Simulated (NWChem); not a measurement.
# Correlation energy of Si (+1)

```xyz
1

Si     0.0000     0.0000     0.0000
```
Charge +1, spin multiplicity 2.

All runs are NWChem calculations.

Basis set: 3-21G. Each correlation energy counts from its own Hartree-Fock reference.

The correlated methods keep 5 core orbitals frozen. No SCF solution was tested for a lower state. Open-shell Hartree-Fock references start from PBE0 orbitals. Coupled-cluster values serve here as a point of comparison, not as the truth.

Task: Order these methods by the correlation energy they give, lowest first: UMP2, SCS-UMP2, CCSD on UHF.

Result: CCSD on UHF (-31.2 mHa), SCS-UMP2 (-22.0 mHa), UMP2 (-18.6 mHa)
